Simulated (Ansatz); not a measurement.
bcc Mo was calculated with B3LYP (VWN-RPA form) (plane waves, PAW; Ansatz, a program for electronic structure).

Run with plane-wave cutoff 460 eV, 14×14×14 k mesh, Fermi–Dirac smearing 0.05 eV, no spin polarisation, scalar-relativistic PAW data made under PBE.

Equation-of-state points:

```csv
V (Å³/atom),E − E_lowest (meV/atom),P (GPa)
15.163,38.60,15.76
15.437,16.63,10.02
15.961,0.00,0.47
16.360,6.64,-5.77
16.759,28.00,-11.26
```

Estimate the bulk modulus and its pressure derivative from these points.

V0 = 15.990 Å³/atom, B0 = 264 GPa, B′ = 4.2 (fit to the energies at full precision).

Measured, for comparison: bulk modulus 265 GPa (zero-point energy and finite temperature contributions removed, our sources range from 265 to 278; as tabulated in doi:10.1021/acs.jctc.3c00612); equilibrium volume per atom 15.49 Å³/atom (static lattice: zero-point anharmonic expansion removed; as tabulated in Mejia-Rodriguez and Trickey (2018), arXiv:1807.09216). Computed (rounded) less measured: bulk modulus -0.4 % (-0.4 % to -5 % over the range), equilibrium volume per atom +3.2 %.

Computed values are for the static lattice.

Computing time: around 12 core-minutes (rough).
